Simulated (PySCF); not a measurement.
We consider rock-salt CdO, described by Hartree–Fock (PySCF, GTH pseudopotentials, Gaussian basis, DZ basis).

The same calculation (at the measured cell, 12.945 Å³/atom) with different numerical settings:

```csv
run,k mesh,gap on the mesh (eV),total energy (eV/atom)
1,2×2×2,10.209,-853.1384
2,3×3×3,9.839,-853.0024
3,4×4×4,9.247,-852.9056
```

In the column total energy (eV/atom) the first row differs from the last by -0.2328 and the next to last by -0.0968.

The last row is no converged limit: other settings stay fixed.

Spin–orbit coupling is not included.
